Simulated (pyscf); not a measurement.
**Substitution at N: `[F][SiH][F]` [doublet] + `[NH3]` → `[NH2][SiH]([F])[F]` + `[H]` [doublet]**

Gas phase, doublet surface, charge 0. Bonds broken: N5–H6. Bonds formed: Si2–N5. PySCF, gas phase, ωB97X-D3(BJ)/def2-SVP geometries.

Transition state (Å):

```xyz
8

F     -1.1639     1.2256     1.1183
Si    -1.3672    -0.0496     0.1392
F     -0.4841    -1.2880     0.6982
H     -2.7870    -0.4681     0.3442
N     -0.2687     0.4773    -1.2461
H      1.0265     0.8195    -1.2270
H     -0.2384    -0.2487    -1.9692
H     -0.6539     1.3081    -1.7067
```

One imaginary mode, 1880i cm⁻¹; descent along it reached the two sides named, in the forms told below.

```json
[
 {"bond": "N5–H6", "change": "breaks", "reactant side (Å)": "1.022", "saddle": "1.340", "product side": "3.5"},
 {"bond": "Si2–N5", "change": "forms", "reactant side (Å)": "2.283", "saddle": "1.845", "product side": "1.696"}
]
```

Electronic energies relative to the separated reactants (kJ/mol):

| level | barrier | reaction energy | reverse barrier |
|---|---|---|---|
| ωB97X-D3(BJ)/def2-TZVP | 67.2 | -33.0 | 100.2 |
| PBE/def2-TZVP | 36.4 | -7.5 | 43.9 |
| r²SCAN/def2-TZVP | 37.1 | -16.0 | 53.2 |
| B3LYP-D3(BJ)/def2-TZVP | 50.1 | -12.3 | 62.4 |
| PBE0-D3(BJ)/def2-TZVP | 46.1 | -21.7 | 67.7 |
| M06-2X/def2-TZVP | 61.6 | -31.0 | 92.6 |
| ωB97M-D3(BJ)/def2-TZVP | 60.1 | -30.1 | 90.1 |
| HF/def2-TZVP | 131.1 | -41.2 | 172.4 |

With ωB97M-D3(BJ)/def2-TZVP energies and thermal terms (ideal gas, 1 atm, RRHO with modes under 100 cm⁻¹ raised to 100, one conformer, R ln 2 for rigid chiral ones), in kJ/mol:

```json
[
 {"T (K)": "298", "ΔH‡": "47.2", "ΔG‡": "92.5", "ΔH": "-46.8", "ΔG": "-34.5"},
 {"T (K)": "600", "ΔH‡": "49.4", "ΔG‡": "137.9", "ΔH": "-40.3", "ΔG": "-24.4"},
 {"T (K)": "900", "ΔH‡": "53.6", "ΔG‡": "181.2", "ΔH": "-33.7", "ΔG": "-18.0"},
 {"T (K)": "1200", "ΔH‡": "57.9", "ΔG‡": "223.1", "ΔH": "-27.5", "ΔG": "-13.7"}
]
```

On the reactant side the descent ends in an adduct with a N–Si contact, 44.7 kJ/mol under the separated species and 111.9 kJ/mol under the saddle at ωB97X-D3(BJ)/def2-TZVP. What is counted as formed (N–Si) is already present as a longer contact in the reactant adduct; forming that adduct is a step of its own. This is the saddle that the search found; another between the same sides may lie lower. The angle at the attacked N is 130°.
